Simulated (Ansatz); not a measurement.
Reaction (SMILES): O=[CH] (CH-O) → C atom + H atom + O atom
B3LYP-D3(BJ)/def2-TZVP geometries, fixed; electronic energies without zero-point terms.

Basis-set convergence of the atomisation energy at wB97M-V with Ansatz (a first-principles code). Cartesian d functions, on some or all atoms, in 6-31G*, 6-31G**, 6-31+G*; all else is spherical. The program fits the integrals of some runs and decomposes those of others, by size. Open shells are unrestricted. The functional holds VV10 correlation; no added dispersion term, no relativity. Functions are those of the species that has most. Reference: the value in pcseg-4, 280.40 kcal/mol, itself unsure by roughly 0.12 kcal/mol (its mean distance from aug-pcseg-3, aug-cc-pVQZ, cc-pV5Z). Deviations are taken from unrounded values.

| basis | functions | atomisation energy (kcal/mol) | minus reference (kcal/mol) |
|---|---|---|---|
| 3-21G | 20 | 257.98 | -22.42 |
| 6-31G | 20 | 252.71 | -27.68 |
| 6-31G* | 32 | 279.60 | -0.80 |
| pcseg-1 | 33 | 276.44 | -3.96 |
| 6-31G** | 35 | 280.68 | 0.29 |
| 6-31+G* | 40 | 276.63 | -3.77 |
| 6-311++G(2d,2p) | 64 | 278.59 | -1.80 |
| cc-pVTZ | 74 | 279.80 | -0.59 |
| def2-TZVPP | 76 | 280.02 | -0.38 |
| def2-TZVPPD | 94 | 279.93 | -0.47 |
| aug-pcseg-2 | 115 | 280.19 | -0.21 |
| cc-pVQZ | 140 | 280.41 | 0.02 |
| def2-QZVPP | 144 | 279.97 | -0.43 |
| pcseg-3 | 153 | 280.36 | -0.03 |
| def2-QZVPPD | 162 | 280.02 | -0.38 |
| aug-cc-pVQZ | 206 | 280.15 | -0.25 |
| cc-pV5Z | 237 | 280.27 | -0.12 |
| pcseg-4 | 263 | 280.40 | 0.00 |
